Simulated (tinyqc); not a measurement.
CCSD on RHF in the sto-3g basis, frozen core, for LiH, spin multiplicity 1, step by step. One step of it, computed by the program tinyqc.

Problem. CCSD: starting amplitudes. t_ij^ab = <ij||ab> / (e_i + e_j - e_a - e_b), whose energy is MP2.

orbital energies (hartree): [-2.349719, -0.281922, 0.077852, 0.163940, 0.163940, 0.536682]

Two-electron integrals over orbitals (pq|rs), unique and non-zero (hartree); the lowest 1 orbital is frozen and left out:
```
(22|22) 0.484613    (32|22) -0.049249   (32|32) 0.013468    (33|22) 0.222522
(33|32) 0.007999    (33|33) 0.337450    (42|42) 0.023212    (43|42) 0.019314
(43|43) 0.041271    (44|22) 0.268255    (44|32) 0.006204    (44|33) 0.281890
(44|44) 0.312946    (52|52) 0.023212    (53|52) 0.019314    (53|53) 0.041271
(54|54) 0.016869    (55|22) 0.268255    (55|32) 0.006204    (55|33) 0.281890
(55|44) 0.279207    (55|55) 0.312946    (62|22) 0.124844    (62|32) -0.035083
(62|33) -0.013391   (62|44) -0.018237   (62|55) -0.018237   (62|62) 0.124365
(63|22) -0.051589   (63|32) 0.009819    (63|33) 0.035967    (63|44) 0.002585
(63|55) 0.002585    (63|62) -0.032283   (63|63) 0.026555    (64|42) -0.019562
(64|43) -0.013645   (64|64) 0.019779    (65|52) -0.019562   (65|53) -0.013645
(65|65) 0.019779    (66|22) 0.452230    (66|32) -0.043815   (66|33) 0.241177
(66|44) 0.267590    (66|55) 0.267590    (66|62) 0.131658    (66|63) -0.044266
(66|66) 0.452313
```

Give: Starting amplitudes; correlation energy.

Solution.

Starting amplitudes (spin orbitals 1a, 1b, ...; amplitudes related by a flip of all spins are not repeated):
```
from      to       t
2a 2b  6a 6b  -0.076
2a 2b  3a 6b   0.030
2a 2b  5a 5b  -0.026
2a 2b  4a 4b  -0.026
2a 2b  3a 3b  -0.019
```

correlation energy = -0.01300 hartree
